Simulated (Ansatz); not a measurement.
Molecule: CH4N (charge -1, singlet). It need not be the lowest isomer of its formula. Whether it binds its extra electron was not tested at this geometry. 
Coordinates optimised at B3LYP-D3(BJ)/def2-TZVP (Ansatz, a quantum-chemistry and plane-wave program):
SMILES: C[NH-]
```xyz
6

C      0.0362     0.6004     0.0100
N      0.0122    -0.8176     0.0924
H     -0.9547     1.1663     0.0150
H     -0.4878    -1.1512    -0.7412
H      0.5669     1.0166     0.8894
H      0.5731     1.0890    -0.8704
```
Charge -1, spin multiplicity 1.

Basis-set convergence of Hartree-Fock and MP2 correlation energies (hartree) with Ansatz. Valence correlation only, unless marked. No spin-orbit coupling. No relativistic terms. This anion needs diffuse functions, which these sets lack.

```
basis       functions      E(HF)  E(corr, MP2)
----------  ---------  ---------  ------------
def2-SVP           48  -94.44875      -0.32857
def2-TZVPP        118  -94.57647      -0.41688
def2-QZVPP        234          ?             ?
```

Some entries are withheld; supply them.


- def2-QZVPP, E(HF): -94.58588
- def2-QZVPP, E(corr, MP2): -0.44724
